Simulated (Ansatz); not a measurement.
## LiCa: from a trial structure to a relaxed crystal

Computed with Ansatz 0.2.0, DFT PBE, scalar-relativistic, plane waves, PAW. Cutoff 420 eV, Γ-centred k mesh, Gaussian smearing, no spin polarisation in the final step.

LiCa was placed on the caesium chloride structure type (Pm-3m, No. 221), with Li in place of Cs, Ca in place of Cl, at a guessed volume.

```
Li Ca
1.0
     3.45981    0.00000    0.00000
     0.00000    3.45981    0.00000
     0.00000    0.00000    3.45981
Li Ca
1 1
Direct
  0.00000 0.00000 0.00000
  0.50000 0.50000 0.50000
```

Steps on the 6×6×6 mesh (2 atoms). 6 of 6 steps are shown, and the free energy counts from the last. Trial steps that were taken back and renewals of the plane-wave basis can be among the rows.

```csv
step,ΔF (meV/atom),V (Å³/atom),P (GPa)
1,322.7,20.71,13.42
2,127.8,23.89,6.79
3,30.8,27.30,2.68
4,4.1,30.10,0.50
5,2.9,30.94,-0.02
6,0.0,30.94,0.16
```

A final relaxation ran on a 14×14×14 mesh. The relaxed crystal, Pm-3m (No. 221):

```cif
data_structure
_symmetry_space_group_name_H-M 'Pm-3m'
_symmetry_Int_Tables_number 221
_cell_length_a 3.9748
_cell_length_b 3.9748
_cell_length_c 3.9748
_cell_angle_alpha 90.000
_cell_angle_beta 90.000
_cell_angle_gamma 90.000
_cell_volume 62.80
loop_
_atom_site_label
_atom_site_type_symbol
_atom_site_symmetry_multiplicity
_atom_site_Wyckoff_symbol
_atom_site_fract_x
_atom_site_fract_y
_atom_site_fract_z
_atom_site_occupancy
Li1 Li 1 a 0.00000 0.00000 0.00000 1
Ca1 Ca 1 b 0.50000 0.50000 0.50000 1
```

```json
{
 "Volume per atom": "31.40 Å³",
 "Density": "1.24 g/cm³",
 "Energy over the elements": "0.01 eV/atom",
 "Gap on the 14×14×14 mesh": "0 eV (a metal)"
}
```

Formation energies are uncorrected and refer to the elements' standard structures at the same level.

The final run used a 14×14×14 mesh on its 2-atom cell and 0.10 eV smearing. For metals, differences of a few meV/atom aren't resolved.

Symmetry constrained the relaxation, so the result can be a saddle point.

Cost: 3 runs of about 0.46 core-minutes in all, on Arm Neoverse V1 (shared hosts).